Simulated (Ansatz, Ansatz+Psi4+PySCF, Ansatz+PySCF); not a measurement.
```xyz
5

C     0.0000    0.0000    0.0000
H     1.8874    1.8874    1.8874
H    -0.6291   -0.6291    0.6291
H     0.6291   -0.6291   -0.6291
H    -0.6291    0.6291   -0.6291
```

Basis set: cc-pVTZ (spherical functions). Frozen core: 1 orbital. Charge 0, multiplicity 1.

Computed with Ansatz (development build ahead of 0.2.0); each method stands on the lowest determinant of its kind that the runs found. Restricted open shells among the atoms or ions are ROHF, correlated in semicanonical orbitals with singles.

Q: Give the atomization energy at this shape (free ground-state atoms in the same class of orbitals less the molecule, no zero-point energy) of singlet CH₄ in separate pieces by UHF-CCSD(T), UHF-MP2, RHF-MP2, RHF, UHF.

A:

| method | atomization energy |
| --- | --- |
| UHF-CCSD(T) | 12.81 eV |
| UHF-MP2 | 12.73 eV |
| RHF-MP2 | 11.09 eV |
| RHF | 6.48 eV |
| UHF | 10.23 eV |

Caution: the shape is not the minimum. Caution for UHF-CCSD(T), UHF-MP2, UHF: the unrestricted determinant is a mixture of spin states. Caution for RHF-MP2, RHF: an unrestricted determinant lies well below. Caution for RHF-MP2: large amplitudes, a single reference is doubtful.
